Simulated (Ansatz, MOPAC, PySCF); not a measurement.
Species: methoxymethane, C$_{2}$H$_{6}$O, charge 0, multiplicity 1. SMILES: O(C)C
Geometry from a B3LYP-D3(BJ)/def2-TZVP (Ansatz, a quantum-chemistry and plane-wave program) optimisation:
```xyz
9

C      0.0048     1.1709    -0.2006
O      0.0068     0.0028     0.5882
C     -0.0092    -1.1727    -0.1892
H      0.0177     2.0231     0.4773
H      0.8882     1.2176    -0.8515
H     -0.8928     1.2283    -0.8310
H     -0.0065    -2.0184     0.4970
H     -0.9074    -1.2256    -0.8191
H      0.8735    -1.2363    -0.8396
```

Unscaled harmonic wavenumbers (cm⁻¹) in rising order, each level at the stationary point that it reaches from this structure (no distance between atoms moves by over 0.3 Å); the order of modes can differ between levels, and a negative number is imaginary. B3LYP-D3(BJ)/def2-TZVP (PySCF, at the structure above): 213, 246, 414, 941, 1119, 1163, 1193, 1195, 1268, 1461, 1482, 1489, 1491, 1498, 1515, 2961, 2973, 3004, 3009, 3112, 3114.

PM6 (MOPAC): 133, 179, 422, 980, 1033, 1064, 1076, 1177, 1208, 1247, 1253, 1255, 1265, 1337, 1342, 2675, 2675, 2685, 2687, 2759, 2759. Zero-point energy 44.6 against 49.8 kcal/mol; where all levels lie over 400 cm⁻¹, the wavenumbers are on average 0.909 times those of B3LYP-D3(BJ)/def2-TZVP.

PM7 (MOPAC): 132, 187, 443, 1014, 1043, 1073, 1084, 1233, 1239, 1288, 1295, 1297, 1306, 1379, 1395, 2653, 2654, 2658, 2661, 2748, 2748. Zero-point energy 45.1 against 49.8 kcal/mol; where all levels lie over 400 cm⁻¹, the wavenumbers are on average 0.926 times those of B3LYP-D3(BJ)/def2-TZVP.

B3LYP/6-31G* (Ansatz): 225, 254, 416, 958, 1137, 1175, 1210, 1216, 1279, 1484, 1510, 1518, 1519, 1528, 1549, 2974, 2989, 3021, 3024, 3133, 3135. Zero-point energy 50.4 against 49.8 kcal/mol; where all levels lie over 400 cm⁻¹, the wavenumbers are on average 1.012 times those of B3LYP-D3(BJ)/def2-TZVP.
